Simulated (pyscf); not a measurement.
This saddle point was located with ωB97X-D3(BJ)/def2-SVP in PySCF.

```xyz
6

As    -0.6442    -0.1928     0.5644
As     1.1808     0.9030    -0.5599
H      1.1864    -1.0961     0.9386
H     -0.3540    -1.6031     0.0981
H      1.7289    -0.9169     0.2741
H      2.1896     0.8263     0.5657
```
Charge 0, spin multiplicity 1.

Surface: singlet, charge 0. Lowest wavenumbers (cm⁻¹): 1063i, 196, 306, 597, 653.

Question: What reaction is this the transition state of?

Answer: H₂As–AsH₂ <-> HAs=AsH + hydrogen (H₂), an elimination read from left to right: As–H, As–H broken and H–H formed. At ωB97M-D3(BJ)/def2-TZVP it lies +340.6 kJ/mol from the left side and +241.7 kJ/mol from the right (each side as separated species at their lowest minima found). The same reactants have a lower exit, to AsH₂• + AsH₂• (no saddle counted: cutting one bond costs +208.3 kJ/mol at ωB97M-D3(BJ)/def2-TZVP, against +340.6 kJ/mol here). This is the saddle that the search found; another between the same sides may lie lower. A restricted solution here is unstable towards spin polarisation, so biradical character is likely and single-reference numbers are less safe. Elements up to Kr have no core potential and no relativistic terms here.
